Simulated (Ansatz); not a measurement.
Geometry optimisation, RKS PBE-D4/cc-pVDZ (Ansatz 0.2.0).

The input (input.yaml):

```yaml
crystal:
  periodic: [false, false, false]
  atoms:
    - { symbol: C, position_ang: [0.1711, 0.9378, -0.0416] }
    - { symbol: C, position_ang: [-0.1025, -0.4855, -0.1678] }
    - { symbol: O, position_ang: [0.0449, -1.1758, 0.9518] }
    - { symbol: S, position_ang: [-0.5172, -1.3089, -1.5064] }
    - { symbol: H, position_ang: [0.9747, 1.1715, 0.5895] }
    - { symbol: H, position_ang: [-0.7709, 1.4703, 0.3646] }
    - { symbol: H, position_ang: [0.3653, 1.4304, -1.025] }
    - { symbol: H, position_ang: [-0.0733, -2.0968, 0.7791] }
basis:
  gaussian: { orbitals: cc-pVDZ }
hamiltonian:
  xc: pbe
  dispersion: d4
relax:
  f_tol: 0.02
  max_steps: 50
```

Command:

```bash
$ ansatz run input.yaml --threads 1 --pin off --max-ram 2048MiB --backend cpu --events-out ev --progress --plain --runs-dir out
```

**Question.** Where does it end, and by what steps?

**Answer.** It converged. The force dipped under the threshold on the way, but the program's further checks kept it going. After 15 steps the energy has fallen by 0.302 eV; S4 moved furthest, 0.25 Å.

| step | energy less start (eV) | largest force component (eV/Å) | accepted |
| --- | --- | --- | --- |
| 0 | 0.0000 | 2.441 | yes |
| 1 | -0.2522 | 0.913 | yes |
| 2 | -0.2700 | 0.776 | yes |
| 3 | -0.2825 | 0.501 | yes |
| 4 | -0.2982 | 0.075 | yes |
| 5 | -0.2995 | 0.112 | yes |
| 6 | -0.3006 | 0.017 | yes |
| 7 | -0.2999 | 0.173 | no |
| 8 | -0.3012 | 0.031 | yes |
| 9 | -0.3010 | 0.093 | no |
| 10 | -0.2985 | 0.259 | no |
| 11 | -0.3014 | 0.004 | yes |
| 12 | -0.3014 | 0.050 | yes |
| 13 | -0.3002 | 0.151 | no |
| 14 | -0.3015 | 0.031 | yes |
| 15 | -0.3016 | 0.009 | yes |

```xyz
8
Properties=species:S:1:pos:R:3
C 0.143 0.968 -0.063
C -0.071 -0.512 -0.195
O -0.064 -1.116 1.012
S -0.294 -1.347 -1.607
H 1.099 1.162 0.466
H -0.662 1.406 0.565
H 0.153 1.455 -1.051
H -0.212 -2.072 0.817
```

The run took 20 s on 1 thread of Intel(R) Xeon(R) 6975P-C (Granite Rapids) (shared host), peak memory 0.14 GiB.
